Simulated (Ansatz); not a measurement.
Cost and result for the atomization energy of `C=C(O)C(F)F` (10 atoms, 9 bonds).

```csv
atom,x (Å),y (Å),z (Å)
C1,-0.8417,1.1729,0.4830
C2,-0.3586,0.1377,-0.1901
O3,-0.9604,-0.3691,-1.2868
C4,0.8828,-0.5671,0.2544
F5,0.5923,-1.8193,0.6950
F6,1.7196,-0.7311,-0.8127
H7,-1.7496,1.6711,0.1706
H8,-0.3340,1.5244,1.3698
H9,-0.3671,-0.9894,-1.7238
H10,1.4167,-0.0301,1.0405
```

Total charge 0; spin multiplicity 1. The geometry is a stationary point of PBE0-D4/def2-TZVP. It is one conformer, not always the lowest. Program: Ansatz. All runs use 4 threads of an Arm Neoverse V1 on a shared host. Times are those of one run each, without the atoms' runs, and a repeat can differ threefold. Electronic energies, without spin–orbit coupling; frozen cores. CCSD(T)/CBS adds CCSD(T) − MP2 in def2-TZVPP to the MP2 limit, and its time is that of the two runs behind it. T1 = 0.012. B3LYP takes the VWN-RPA correlation (the form of Gaussian; ORCA's B3LYP/G).

CCSD(T)/CBS is a level of theory with its own doubt, some kJ/mol a heavy atom from the limit and from the frozen cores, so smaller differences don't rank the functionals.

| level | functions | wall time | atomization (kJ/mol) | difference from CCSD(T)/CBS | per bond |
| --- | --- | --- | --- | --- | --- |
| PBE-D4/def2-TZVPP (with forces) | 242 | 2.1 s | 4293.0 | 167.2 | 18.6 |
| PBE0-D4/def2-TZVPP | 242 | 2.5 s | 4158.4 | 32.6 | 3.6 |
| B3LYP-D4/def2-TZVPP (with forces) | 242 | 3.9 s | 4119.6 | -6.2 | -0.7 |
| r2SCAN-D4/def2-TZVPP (with forces) | 242 | 4.3 s | 4153.4 | 27.6 | 3.1 |
| B2PLYP/def2-TZVPP | 242 | 4.7 s | 4086.9 | -38.9 | -4.3 |
| ωB97X-V/def2-TZVPP | 242 | 6.5 s | 4133.5 | 7.7 | 0.9 |
| ωB97M-V/def2-TZVPP (with forces) | 242 | 9.5 s | 4143.7 | 17.9 | 2.0 |
| MP2/def2-QZVPP | 462 | 22 s | 4209.7 | 83.9 | 9.3 |
| CCSD(T)/def2-TZVPP | 242 | 3.4 min | 4014.4 | -111.4 | -12.4 |
| CCSD(T)/CBS(def2) | – | 3.7 min | 4125.8 | 0.0 | 0.0 |

From PBE to PBE0 (25 % exact exchange), in def2-TZVPP and without D4, the atomization energy moves by −131.7 kJ/mol: exact exchange takes away binding that semilocal exchange gives to molecules. In def2-TZVPP, CCSD(T) changes the Hartree–Fock value by +1131.0 kJ/mol (the triples alone add +80.4 kJ/mol) and MP2 by +1260.5 kJ/mol; breaking electron pairs costs correlation energy, which Hartree–Fock lacks. The D4 term adds +26.8 kJ/mol with B3LYP and +14.0 kJ/mol with PBE0; it sums over pairs of atoms, weighted by their polarisabilities, and B3LYP, whose exchange is more repulsive, gets the larger term.
